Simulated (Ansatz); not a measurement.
**GaH2⁺, triplet: reading a ladder of total energies**

Geometry: a point of a breathe scan, not a stationary point.

```csv
atom,x (Å),y (Å),z (Å)
Ga,0.0000,0.0000,-0.0705
H,0.0000,1.8201,2.4384
H,0.0000,-1.8201,2.4384
```

Basis aug-cc-pVTZ; Ansatz 0.2.0. Correlated methods freeze the noble-gas cores and the filled d shells of p-block atoms, which leaves 4 electrons in 91 orbitals. Prefix R: restricted or restricted open-shell reference. No spin–orbit coupling is included, and no scalar relativity.

Full CI is exact within this basis and frozen core; it isn't the basis-set limit.

Runs differ by some tens of microhartree through their thresholds and, for an open shell, their frozen cores, so steps under 0.03 kcal/mol mean nothing.

```
    level  total energy (hartree)
      RHF            -1924.059525
     RMP2            -1924.087473
    RCCSD            -1924.098741
 RCCSD(T)            -1924.098905
   RCCSDT            -1924.098965
RCCSDT(Q)            -1924.098965
  full CI            -1924.098966
```

**Question.** What is the correlation energy at full CI, and what share of it do RMP2 and RCCSD recover?

**Answer.** E(corr) = -1924.098966 − (-1924.059525) = -0.039441 hartree = -1.073 eV. RMP2: -0.027948 / -0.039441 = 70.86 %. RCCSD: -0.039216 / -0.039441 = 99.43 %.

**Question.** By how many kcal/mol does RCCSD(T) miss full CI (1 hartree = 627.509 kcal/mol), and which steps make up the rest?

**Answer.** -1924.098905 − (-1924.098966) = 0.000061 hartree = 0.04 kcal/mol. Steps: RCCSDT − RCCSD(T) = -0.04, RCCSDT(Q) − RCCSDT = 0.00, full CI − RCCSDT(Q) = 0.00 kcal/mol. That is within 1 kcal/mol of the reference in this basis, which itself misses far more of the correlation at the basis-set limit.
